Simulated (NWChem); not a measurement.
Everything below was run with NWChem. System: butadiene (C4H6), charge 0, spin multiplicity 1, at a geometry optimised with B3LYP/def2-SVP. Level: RHF/def2-TZVP.

Part of the output:

```
             Northwest Computational Chemistry Package (NWChem) 7.3.0
             --------------------------------------------------------

                                NWChem Input Module
                                -------------------

 Scaling coordinates for geometry "geometry" by  1.889725989
 (inverse scale =  0.529177249)

 Turning off AUTOSYM since
 SYMMETRY directive was detected!

                             Geometry "geometry" -> ""
                             -------------------------

 Output coordinates in angstroms (scale by  1.889725989 to convert to a.u.)

  No.       Tag          Charge          X              Y              Z
 ---- ---------------- ---------- -------------- -------------- --------------
    1 C                    6.0000    -1.73295100    -0.66478500     0.00000000
    2 C                    6.0000    -0.70243300     0.19657300     0.00000000
    3 C                    6.0000     0.70243300    -0.19657300     0.00000000
    4 C                    6.0000     1.73295100     0.66478500     0.00000000
    5 H                    1.0000    -1.57026800    -1.74759400     0.00000000
    6 H                    1.0000    -2.76956300    -0.31872700     0.00000000
    7 H                    1.0000    -0.90488500     1.27493800     0.00000000
    8 H                    1.0000     0.90488500    -1.27493800     0.00000000
    9 H                    1.0000     2.76956300     0.31872700     0.00000000
   10 H                    1.0000     1.57026800     1.74759400     0.00000000

 Effective nuclear repulsion energy (a.u.)     103.2552853653

            Nuclear Dipole moment (a.u.)
            ----------------------------
        X                 Y               Z
 ---------------- ---------------- ----------------
     0.0000000000     0.0000000000     0.0000000000

      Symmetry information
      --------------------

 Group name             C2h
 Group number             21
 Group order               4
 No. of unique centers     5

      Symmetry unique atoms

     1    2    5    6    7


 Summary of "ao basis" -> "" (spherical)
 ------------------------------------------------------------------------------
       Tag                 Description            Shells   Functions and Types
 ---------------- ------------------------------  ------  ---------------------
 *                         def2-tzvp                  on all atoms

 Summary of "ao basis" -> "ao basis" (spherical)
 ------------------------------------------------------------------------------
       Tag                 Description            Shells   Functions and Types
 ---------------- ------------------------------  ------  ---------------------
 C                         def2-tzvp                11       31   5s3p2d1f
 H                         def2-tzvp                 4        6   3s1p

                                 NWChem SCF Module
                                 -----------------

  ao basis        = "ao basis"
  functions       =   160
  atoms           =    10
  closed shells   =    15
  open shells     =     0
  charge          =   0.00
  wavefunction    = RHF
  use symmetry    = T
  symmetry adapt  = T

 Summary of "ao basis" -> "ao basis" (spherical)
 ------------------------------------------------------------------------------
       Tag                 Description            Shells   Functions and Types
 ---------------- ------------------------------  ------  ---------------------
 C                         def2-tzvp                11       31   5s3p2d1f
 H                         def2-tzvp                 4        6   3s1p

      Symmetry analysis of basis
      --------------------------

        ag         57
        au         23
        bg         23
        bu         57

 Forming initial guess at       0.1s

      Superposition of Atomic Density Guess
      -------------------------------------

 Sum of atomic energies:        -153.68416801

      Non-variational initial energy
      ------------------------------

 Total energy =    -156.161811
 1-e energy   =    -408.433044
 2-e energy   =     149.015948
 HOMO         =      -0.282391
 LUMO         =      -0.050487

      Symmetry analysis of molecular orbitals - initial
[...]
 ----------------------------------------------
         Quadratically convergent ROHF

 Convergence threshold     :          1.000E-07
 Maximum no. of iterations :          100
 Final Fock-matrix accuracy:          1.000E-09
 ----------------------------------------------

              iter       energy          gnorm     gmax       time
             ----- ------------------- --------- --------- --------
                 1     -154.9286207754  7.13D-01  1.66D-01      2.8
                 2     -154.9742171787  1.91D-01  3.76D-02      3.0
                 3     -154.9783716830  1.01D-02  2.92D-03      3.6
                 4     -154.9783832713  5.18D-05  1.93D-05      4.6
                 5     -154.9783832719  5.56D-09  1.19D-09      6.2

       Final RHF  results
       ------------------

         Total SCF energy =   -154.978383271876
      One-electron energy =   -411.971450302883
      Two-electron energy =    153.737781665741
 Nuclear repulsion energy =    103.255285365265

        Time for solution =      3.7s

       Symmetry analysis of molecular orbitals - final
       -----------------------------------------------

  Numbering of irreducible representations:

     1 ag          2 au          3 bg          4 bu

  Orbital symmetries:

     1 ag          2 bu          3 ag          4 bu          5 ag
     6 bu          7 ag          8 bu          9 bu         10 ag
    11 ag         12 bu         13 ag         14 au         15 bg
    16 au         17 bu         18 ag         19 bu         20 bg
    21 ag         22 ag         23 bu         24 bu         25 ag

             Final eigenvalues
             -----------------

              1
    1  -11.2419
    2  -11.2411
    3  -11.2326
    4  -11.2326
    5   -1.0894
    6   -0.9980
    7   -0.8256
    8   -0.7510
    9   -0.6427
   10   -0.6326
   11   -0.5578
   12   -0.5424
   13   -0.4927
   14   -0.4438
   15   -0.3238
   16    0.1042
   17    0.1675
   18    0.1752
   19    0.1829
   20    0.1954
   21    0.2201
   22    0.2282
   23    0.2463
   24    0.2774
   25    0.2891

                       ROHF Final Molecular Orbital Analysis
                       -------------------------------------

 Vector   13  Occ=2.000000D+00  E=-4.927105D-01  Symmetry=ag
              MO Center= -5.9D-14, -1.1D-15,  1.1D-17, r^2= 3.7D+00
   Bfn.  Coefficient  Atom+Function         Bfn.  Coefficient  Atom+Function
  ----- ------------  ---------------      ----- ------------  ---------------
   138     -0.159773   7 H  s               144     -0.159773   8 H  s

 Vector   14  Occ=2.000000D+00  E=-4.437810D-01  Symmetry=au
              MO Center=  2.2D-17, -1.3D-16, -2.7D-16, r^2= 2.6D+00
   Bfn.  Coefficient  Atom+Function         Bfn.  Coefficient  Atom+Function
  ----- ------------  ---------------      ----- ------------  ---------------
    39      0.210698   2 C  pz               70      0.210698   3 C  pz
    42      0.204963   2 C  pz               73      0.204963   3 C  pz
     8      0.158081   1 C  pz               11      0.158243   1 C  pz
   101      0.158081   4 C  pz              104      0.158243   4 C  pz

 Vector   15  Occ=2.000000D+00  E=-3.237601D-01  Symmetry=bg
              MO Center=  3.2D-15, -2.4D-15, -1.4D-16, r^2= 3.7D+00
   Bfn.  Coefficient  Atom+Function         Bfn.  Coefficient  Atom+Function
  ----- ------------  ---------------      ----- ------------  ---------------
     8      0.219895   1 C  pz              101     -0.219895   4 C  pz
    11      0.215636   1 C  pz              104     -0.215636   4 C  pz
    14      0.170209   1 C  pz              107     -0.170209   4 C  pz
    39      0.164795   2 C  pz               42      0.165199   2 C  pz
    70     -0.164795   3 C  pz               73     -0.165199   3 C  pz

 Vector   16  Occ=0.000000D+00  E= 1.042273D-01  Symmetry=au
              MO Center=  4.0D-15,  1.9D-16,  4.0D-15, r^2= 4.9D+00
   Bfn.  Coefficient  Atom+Function         Bfn.  Coefficient  Atom+Function
  ----- ------------  ---------------      ----- ------------  ---------------
    14      0.564653   1 C  pz              107      0.564653   4 C  pz
    45     -0.373061   2 C  pz               76     -0.373061   3 C  pz
     8      0.204530   1 C  pz              101      0.204530   4 C  pz
    11      0.167287   1 C  pz              104      0.167287   4 C  pz
    39     -0.160042   2 C  pz               70     -0.160042   3 C  pz

 Vector   17  Occ=0.000000D+00  E= 1.674866D-01  Symmetry=bu
              MO Center= -2.4D-15,  5.6D-15,  5.8D-17, r^2= 8.9D+00
   Bfn.  Coefficient  Atom+Function         Bfn.  Coefficient  Atom+Function
  ----- ------------  ---------------      ----- ------------  ---------------
   139      1.845326   7 H  s               145     -1.845326   8 H  s
    36     -1.662019   2 C  s                67      1.662019   3 C  s
   127     -1.465805   5 H  s               157      1.465805  10 H  s
     5      0.805387   1 C  s                98     -0.805387   4 C  s
    13     -0.559382   1 C  py              106     -0.559382   4 C  py

 Vector   18  Occ=0.000000D+00  E= 1.751570D-01  Symmetry=ag
              MO Center= -1.9D-15,  5.3D-15,  6.4D-17, r^2= 1.1D+01
   Bfn.  Coefficient  Atom+Function         Bfn.  Coefficient  Atom+Function
  ----- ------------  ---------------      ----- ------------  ---------------
     5      3.818231   1 C  s                98      3.818231   4 C  s
    44      2.599385   2 C  py               75     -2.599385   3 C  py
   139     -2.301221   7 H  s               145     -2.301221   8 H  s
   133     -1.283222   6 H  s               151     -1.283222   9 H  s
   127     -1.233387   5 H  s               157     -1.233387  10 H  s

 center of mass
 --------------
 x =   0.00000000 y =   0.00000000 z =   0.00000000

 moments of inertia (a.u.)
 ------------------
          75.603084605953        -104.704548361499           0.000000000000
        -104.704548361499         378.526648338144           0.000000000000
           0.000000000000           0.000000000000         454.129732944097

  Mulliken analysis of the total density
  --------------------------------------

    Atom       Charge   Shell Charges
 -----------   ------   -------------------------------------------------------
    1 C    6     6.27   0.85  1.12  0.50  0.60  0.13  1.22  1.29  0.48  0.02  0.05  0.01
    2 C    6     6.11   0.85  1.12  0.50  0.59  0.10  1.23  1.33  0.28  0.02  0.08  0.01
    3 C    6     6.11   0.85  1.12  0.50  0.59  0.10  1.23  1.33  0.28  0.02  0.08  0.01
    4 C    6     6.27   0.85  1.12  0.50  0.60  0.13  1.22  1.29  0.48  0.02  0.05  0.01
    5 H    1     0.87   0.26  0.50  0.09  0.02
    6 H    1     0.87   0.26  0.49  0.09  0.02
    7 H    1     0.88   0.26  0.50  0.10  0.02
    8 H    1     0.88   0.26  0.50  0.10  0.02
    9 H    1     0.87   0.26  0.49  0.09  0.02
   10 H    1     0.87   0.26  0.50  0.09  0.02

       Multipole analysis of the density wrt the origin
       ------------------------------------------------

     L   x y z        total         open         nuclear
     -   - - -        -----         ----         -------
     0   0 0 0     -0.000000      0.000000     30.000000

     1   1 0 0     -0.000000      0.000000      0.000000
     1   0 1 0      0.000000      0.000000      0.000000
     1   0 0 1      0.000000      0.000000      0.000000

     2   2 0 0    -17.317878      0.000000    228.078345
     2   1 1 0      0.066847      0.000000     61.115309
     2   1 0 1     -0.000000      0.000000      0.000000
     2   0 2 0    -17.003244      0.000000     54.741694
     2   0 1 1      0.000000      0.000000      0.000000
     2   0 0 2    -22.161698      0.000000      0.000000

 Task  times  cpu:        6.3s     wall:        6.3s

 Total times  cpu:        6.3s     wall:        6.3s
```

Task: Write an NWChem input that would produce this output.

Result: Several could match; the one computed here: 
```
start mol
memory heap 200 mb stack 900 mb global 1100 mb
geometry units angstroms nocenter noautoz
  C     -1.732951    -0.664785     0.000000
  C     -0.702433     0.196573     0.000000
  C      0.702433    -0.196573     0.000000
  C      1.732951     0.664785     0.000000
  H     -1.570268    -1.747594     0.000000
  H     -2.769563    -0.318727     0.000000
  H     -0.904885     1.274938     0.000000
  H      0.904885    -1.274938     0.000000
  H      2.769563     0.318727     0.000000
  H      1.570268     1.747594     0.000000
  symmetry group C2h
end
basis spherical
  * library def2-tzvp
end
scf
  rhf
  nopen 0
  maxiter 100
  thresh 1e-7
  semidirect memsize 60000000 filesize 0
end
task scf energy
```
